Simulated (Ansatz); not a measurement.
Task: a ladder of methods at one geometry of CH6BP, SMILES CBP, with Ansatz 0.2.0 through its Python package. Give the script and its output. Level of theory (for the species named): MP2, def2-SVP basis, multiplicity 1. The script varies method: mp2, ccsd, ccsd_t.

Contents of `ch6bp.xyz`:
```text
9

C    -0.64710    0.90120   -0.73260
B     0.37830   -0.06850   -0.17060
P    -0.06010   -1.13130    1.37020
H    -1.53480    0.39900   -1.04060
H    -0.28010    1.45910   -1.65050
H    -0.95310    1.71050    0.03180
H     1.46380   -0.16550   -0.68780
H     0.49040   -2.34750    0.77450
H     1.23130   -0.80320    2.08840
```

Script `ch6bp_methods.py`:
```python
"""One geometry of CH6BP, method by method."""

import argparse
import logging
import sys

import ansatz as az

logging.basicConfig(stream=sys.stdout, format="%(levelname)s %(message)s")
logger = logging.getLogger("ansatz_job")
logger.setLevel(logging.INFO)

parser = argparse.ArgumentParser(description="One geometry of CH6BP, method by method.")
parser.add_argument("--basis", required=True, help="Gaussian basis set")
args = parser.parse_args()

molecule = az.Crystal.molecule_from_extxyz("ch6bp.xyz")

job = molecule.calculation().basis(gaussian=args.basis)

methods = ["mp2", "ccsd", "ccsd_t"]
reports = [job.correlation(m).run().report for m in methods]
logger.info(f"Hartree-Fock reference {reports[0]['reference_energy_ev'] / 27.211386246:.6f} Ha")
best = reports[-1]["free_energy_ev"] - reports[-1]["reference_energy_ev"]
for method, each in zip(methods, reports):
    gained = each["free_energy_ev"] - each["reference_energy_ev"]
    logger.info(f"{method:8s} total {each['free_energy_ev'] / 27.211386246:.6f} Ha  correlation {gained:9.4f} eV  ({100 * gained / best:.1f} % of the last)")
```

```console
$ python ch6bp_methods.py --basis def2-SVP
INFO Hartree-Fock reference -406.598272 Ha
INFO mp2      total -406.952273 Ha  correlation   -9.6328 eV  (84.5 % of the last)
INFO ccsd     total -407.005360 Ha  correlation  -11.0774 eV  (97.2 % of the last)
INFO ccsd_t   total -407.017105 Ha  correlation  -11.3970 eV  (100.0 % of the last)
```

What to keep in mind:
- Total energies depend on the basis set; only differences at equal settings carry meaning.
- The geometry is a force-field or estimated start, not a minimum of this method, and the basis set is short of its limit. A lower total doesn't mark the better method: functionals have no common bound, and MP2 and coupled cluster aren't variational.
- Inner cores stay frozen, so this is valence correlation.
- It ran for 5.4 s on 1 thread of Arm Neoverse V2, on a shared host, peak memory 0.27 GiB.
